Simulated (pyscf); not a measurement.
Structures and frequencies: ωB97X-D3(BJ)/def2-SVP in PySCF.

### Question
For `[F][Si]([SiH3])([SiH3])[SiH3]` + `[OH2]` -> `[OH][SiH2][Si]([F])([SiH3])[SiH3]` + `[H][H]`, a four-centre exchange (singlet surface; H–Si, H–O broken, O–Si, H–H formed), PBE/def2-TZVP gives ΔE‡ = 32.6 kcal/mol and ΔE = -11.7 kcal/mol (zero: the separated reactants). In which direction and how far do r²SCAN/def2-TZVP, PBE0-D3(BJ)/def2-TZVP, ωB97M-D3(BJ)/def2-TZVP move these?

### Answer
r²SCAN: ΔE‡ = 34.0 kcal/mol, ΔE = -14.4 kcal/mol; PBE0-D3(BJ): ΔE‡ = 34.8 kcal/mol, ΔE = -12.0 kcal/mol; ωB97M-D3(BJ): ΔE‡ = 36.5 kcal/mol, ΔE = -13.5 kcal/mol. PBE's barrier lies under all of them, by 1.4 to 3.9 kcal/mol. Its reaction energy lies over all of them, by 0.3 to 2.7 kcal/mol. On the reactant side the descent ends in a complex (not fully relaxed), 5.5 kcal/mol under the separated species and 42.8 kcal/mol under the saddle at ωB97X-D3(BJ)/def2-TZVP. At the saddle there is also a short H–Si contact that neither side keeps. This is the saddle that the search found; another between the same sides may lie lower.
